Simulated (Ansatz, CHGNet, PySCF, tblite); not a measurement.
**Cohesive energy of zinc-blende GaP: levels of theory against measurement**

Reference value: 3.61 eV/atom (measured, static lattice: zero-point vibration energy added, our sources range from 3.61 to 3.69; as tabulated in Mejia-Rodriguez and Trickey (2018), arXiv:1807.09216).

```
level (code)          value (eV/atom)  cell (Å³/atom)  error (eV/atom)
--------------------  ---------------  --------------  ---------------
GFN1-xTB (tblite)                6.17           22.64            +2.56
CHGNet 0.3.0                     3.32           20.82            -0.29
LDA (Ansatz)                     4.34           19.59            +0.73
PBE (PySCF)               3.39 ± 0.06           21.02            -0.22
PBE-D4 (Ansatz)                  3.89           20.05            +0.28
rVV10 (Ansatz)                   3.59           21.08            -0.02
r²SCAN-D4 (Ansatz)               3.79           20.01            +0.18
r²SCAN0 (Ansatz)                 3.57           20.05            -0.04
r²SCANh (Ansatz)                 3.61           20.17             0.00
Hartree–Fock (PySCF)       2.10 ± 0.1           21.30            -1.51
MP2 (PySCF)                3.95 ± 0.2           20.71            +0.34
CCSD (PySCF)               3.56 ± 0.2           20.92            -0.05
```

Leaving aside GFN1-xTB (doubt noted below), CHGNet 0.3.0 (doubt noted below): Once the reference is moved by up to 0.08 eV/atom (a margin picked here for doubts on the reference and the settings) and values within 0.03 eV/atom count as equal, the nearest can be r²SCANh (0.00 eV/atom), rVV10 (-0.02 eV/atom), r²SCAN0 (-0.04 eV/atom), CCSD (-0.05 eV/atom) or r²SCAN-D4 (+0.18 eV/atom). Among them Hartree–Fock (-1.51 eV/atom) misses by most. Within 0.5 eV/atom: PBE, PBE-D4, rVV10, r²SCAN-D4, r²SCAN0, r²SCANh, MP2, CCSD.

Free atoms are spin-polarised, in the lowest state found; at levels without +SOC their spin–orbit coupling is left out.  A ± on a computed value is a rough bar: the spread of its extrapolation, a floor set from checks against published values, or a statistical error. GFN1-xTB: the free atoms are run in the same model without spin. GFN1-xTB: the method was fitted mainly to molecules. GFN1-xTB: the run uses a supercell at the zone centre in place of a k mesh. CHGNet 0.3.0: free atoms can lie outside what these potentials were trained on. Each level is taken at its own relaxed cell. Cutoffs and k meshes differ between the levels. Ansatz's density-functional and Hartree–Fock values are scalar-relativistic unless marked +SOC, with PAW data made under PBE.

Machine-learned potentials (CHGNet 0.3.0) are trained on DFT data: a solid inside that data is no test of them.

Differences are worked out from the printed values.

Ansatz is a program for electronic structure.
